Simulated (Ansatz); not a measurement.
# BeBH (triplet): the correlation ladder at scale of all distances = 1.000, cc-pVDZ

An exercise on one series of results from a longer session: the logs are not shown, and one member is left open.

The runs use Ansatz 0.2.0, Gaussian basis; cc-pVDZ, core rule «outside noble gas», up to 2 orbitals frozen.

To be run: UHF; CCSD(T) on ROHF; CCSD(T) on UHF; BCCD(T) on ROHF; CISD as a restricted active space (open shells left free, so some higher excitations enter); CCSDT(Q) on ROHF; CCSDT(Q) on UHF; CASSCF and MRCISD+Q, 4 electrons in 4 orbitals; CASSCF and NEVPT2, 4 electrons in 4 orbitals; Full CI.

27 further runs of the same task are left out: 9 for a known fault of the program, 10 that didn't finish, 8 set aside as unsound or not needed. Runs told in other sessions of the task aren't counted.

### The system

The geometry derives from a PBE0/def2-TZVP stationary point (not a proven minimum). All distances are scaled together.

3 atoms, charge 0, spin multiplicity 3.

Atoms are counted from 1 here; the program's logs count them from 0.

Bond lengths: B1–Be2 1.813 Å, B1–H3 1.189 Å. Angles: Be2–B1–H3 180.0°.

Set-up of the first run:

The input, in.yaml:

```yaml
crystal:
  periodic: [false, false, false]
  atoms:
    - {symbol: B, position_ang: [0.000000, 0.000000, 0.207806]}
    - {symbol: Be, position_ang: [0.000000, 0.000000, -1.605007]}
    - {symbol: H, position_ang: [0.000000, 0.000000, 1.397201]}
basis:
  gaussian: {orbitals: cc-pVDZ}
magnetization: {spin_polarized: true, initial_magnetization: 2}
hamiltonian: {xc: hf}
output: {orbitals: {seedname: orbitals}}
```

On the command line:

```console
$ ansatz run in.yaml --threads 1 --pin off --events-out ev --progress --plain --max-ram 2393MiB
```

Among the steps run: UHF; CCSD(T) on ROHF; CCSD(T) on UHF; BCCD(T) on ROHF; CISD as a restricted active space (open shells left free, so some higher excitations enter); CCSDT(Q) on ROHF; CCSDT(Q) on UHF; CASSCF and MRCISD+Q, 4 electrons in 4 orbitals; CASSCF and NEVPT2, 4 electrons in 4 orbitals; Full CI.

One of the session's tables, all rows but one given; the rest of the session is left out.

It belongs to the step «Misses and costs». 

```
       method  from FCI (meV)
         ROHF         +2862.4
          UHF         +2788.0
         RMP2          +749.0
         UMP2          +751.8
         CISD          +173.3
        RCCSD           +93.7
        UCCSD           +91.7
     RCCSD(T)               ?
     UCCSD(T)           +25.8
      BCCD(T)           +25.7
       RCCSDT            +3.3
       UCCSDT            +2.9
    RCCSDT(Q)            +0.8
    UCCSDT(Q)            +0.5
  CASSCF pair         +2483.5
  MRCISD pair          +152.6
MRCISD+Q pair            -2.9
          FCI               0
```

Q: Estimate the row for RCCSD(T) from the others.

The run gave: from FCI (meV): +25.9. In the column «from FCI (meV)» it lies between UCCSD(T) (+25.8) and UCCSD (+91.7).

Not comparable, so not listed: CASSCF and NEVPT2, 4 electrons in 4 orbitals (they don't share determinant, frozen orbitals or solution with the rows shown, or repeat one).

To keep in mind: MRCISD+Q pair falls below full CI: the +Q correction isn't variational, and the cores differ from full CI's. Levels on UHF freeze UHF's core orbitals, full CI those of ROHF, so the U rows can settle a little off it for that reason alone. Restricted and unrestricted rows rest on different reference determinants; a gap between their highest levels can come from leftover correlation error, from unlike frozen cores or from another state. Warnings in the runs' records: passed over end.
